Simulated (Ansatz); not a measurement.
Input for Ansatz (development build ahead of 0.2.0):

```yaml
crystal:
  periodic: [false, false, false]
  atoms:
    - { symbol: "N", position_ang: [1.39, 0.0, 0.0] }
    - { symbol: C, position_ang: [0.695, 1.20378, 0.0] }
    - { symbol: C, position_ang: [-0.695, 1.20378, 0.0] }
    - { symbol: C, position_ang: [-1.39, 0.0, 0.0] }
    - { symbol: C, position_ang: [-0.695, -1.20378, 0.0] }
    - { symbol: C, position_ang: [0.695, -1.20378, 0.0] }
    - { symbol: H, position_ang: [-1.2375, 2.14341, 0.0] }
    - { symbol: H, position_ang: [-1.2375, -2.14341, 0.0] }
    - { symbol: H, position_ang: [1.2375, -2.14341, 0.0] }
basis:
  gaussian: { orbitals: def2-SVP }
hamiltonian:
  xc: pbe0
```

The input is written out in the form of the current development build from the run's settings.

Output:

```
Converged                       : yes
Total energy                    : -246.41621 hartree
Spin squared of the determinant : 0.000
Stability test                  : minimum among restricted orbitals
```

Caution: an unrestricted determinant lies well below.
